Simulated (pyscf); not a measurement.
H₃Si–Cl + Cl–Cl → Cl–SiH₂–Cl + HCl (four-centre exchange; singlet surface; H–Si, Cl–Cl broken, Cl–Si, Cl–H formed). PySCF, gas phase, ωB97X-D3(BJ)/def2-SVP geometries. MP2 and CC: frozen core, UHF for open shells. ΔMP2 is the change of the MP2 total energy from the triple- to the quadruple-zeta basis. Energies in kJ/mol from the separated reactants.

```csv
level,barrier,reaction energy
ωB97X-D3(BJ)/def2-TZVP,293.3,-273.0
ωB97M-D3(BJ)/def2-TZVP,286.8,-267.5
HF/def2-TZVP,422.7,-278.1
MP2/def2-QZVPP,272.5,-287.3
CCSD/def2-TZVPP,305.5,-275.0
CCSD(T)/def2-TZVPP,263.1,-273.0
CCSD(T)/def2-TZVPP + ΔMP2(QZVPP),___,___
```

Task: Some entries are withheld; supply them.

Result: 
- CCSD(T)/def2-TZVPP + ΔMP2(QZVPP), barrier: 261.2
- CCSD(T)/def2-TZVPP + ΔMP2(QZVPP), reaction energy: -271.3

The same reactants have a lower exit, to Cl• + Cl• + H₃Si–Cl (no saddle counted: cutting one bond costs +245.9 kJ/mol at ωB97M-D3(BJ), against +286.8 kJ/mol here). One saddle was located; it need not be the lowest between these sides. One closed-shell reference is unstable to symmetry breaking; treat the single-reference values with care. The CCSD(T) − MP2 part came from Ansatz, without density fitting, on the same reference. The largest closed-shell T1 diagnostic is 0.031, which may signal static correlation.
